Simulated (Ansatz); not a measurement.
# ClHMgS: up Jacob's ladder to CCSD(T)

The task here is to estimate one member of a computed series from the others.

Method: functionals in def2-TZVPP, the program's frozen cores in correlated methods; program: Ansatz 0.2.0, Gaussian basis.

Levels to be run: LDA (SPW92), PBE-D4, revPBE-D4, BLYP-D4, r2SCAN-D4, B97M-V, PBE0-D4, B3LYP-D4, r2SCANh-D4, r2SCAN0-D4, HSE06-D4, BHLYP-D4, CAM-B3LYP-D4, LC-ωPBE, ωB97X-V, ωB97M-V, B2PLYP, PBE-QIDH; CCSD(T)/def2-SVP; CCSD(T)/def2-TZVPP; MP2/def2-QZVPP; extrapolation to the limit; RPA on PBE.

## The relaxed structure

An earlier PBE0-D4 in a triple-zeta def2 set relaxation fixed the geometry.

SMILES `[SH][Mg][Cl]`, 4 atoms, charge 0, spin multiplicity 1.

Atoms are counted from 1 here; the program's logs count them from 0.

Bond lengths: S1–Mg2 2.277 Å, S1–H4 1.345 Å, Mg2–Cl3 2.177 Å. Angles: Mg2–S1–H4 92.5°, S1–Mg2–Cl3 179.3°.

Coordinates:

```
atom     x (Å)     y (Å)     z (Å)
  S1  -0.31984   1.57228  -0.51426
 Mg2  -0.24140  -0.65617  -0.05543
 Cl3  -0.18944  -2.79120   0.36855
  H4   0.80627   1.81480   0.18074
```

Set-up of the first run:

The input, in.yaml:

```yaml
crystal:
  periodic: [false, false, false]
  atoms:
    - {symbol: S, position_ang: [-0.319841, 1.572276, -0.514265]}
    - {symbol: Mg, position_ang: [-0.241398, -0.656175, -0.055425]}
    - {symbol: Cl, position_ang: [-0.189436, -2.791202, 0.368546]}
    - {symbol: H, position_ang: [0.806275, 1.814801, 0.180744]}
basis:
  gaussian: {orbitals: def2-TZVPP}
hamiltonian: {xc: lda}
output: {orbitals: {seedname: orbitals}}
```

Steps of the session up to this table: LDA; PBE-D4 (GGA); revPBE-D4 (GGA); BLYP-D4 (GGA); r2SCAN-D4 (meta-GGA); B97M-V (meta-GGA); PBE0-D4 (hybrid); B3LYP-D4 (hybrid); r2SCANh-D4 (hybrid); r2SCAN0-D4 (hybrid); HSE06-D4 (hybrid); BHLYP-D4 (hybrid); CAM-B3LYP-D4 (range-separated); LC-ωPBE-D4 (range-separated; the results give it without D4); ωB97X-V (range-separated); ωB97M-V (range-separated); B2PLYP (double hybrid); PBE-QIDH (double hybrid).

One table of the session follows, with a row left open; its other results are not shown here.

It belongs to the step «Frontier levels by functional». 

```
  functional  HOMO (eV)  LUMO (eV)  gap (eV)
 LDA (SPW92)          ?          ?         ?
      PBE-D4      -6.27      -2.32      3.95
   revPBE-D4      -6.20      -2.18      4.03
     BLYP-D4      -6.09      -2.29      3.80
   r2SCAN-D4      -6.53      -1.88      4.65
      B97M-V      -6.55      -2.23      4.32
     PBE0-D4      -7.46      -1.62      5.84
    B3LYP-D4      -7.20      -1.90      5.31
  r2SCANh-D4      -6.97      -1.67      5.29
  r2SCAN0-D4      -7.63      -1.37      6.26
    HSE06-D4      -7.06      -1.98      5.08
    BHLYP-D4      -8.49      -1.03      7.45
CAM-B3LYP-D4      -8.77      -0.86      7.90
     LC-ωPBE     -10.18       0.26     10.43
     ωB97X-V      -9.80       0.10      9.90
     ωB97M-V      -9.64      -0.23      9.41
```

Q: Estimate the row for LDA (SPW92) from the others.

As computed: HOMO (eV): -6.42; LUMO (eV): -2.57; gap (eV): 3.85. In the column «HOMO (eV)» it lies between r2SCAN-D4 (-6.53) and PBE-D4 (-6.27).
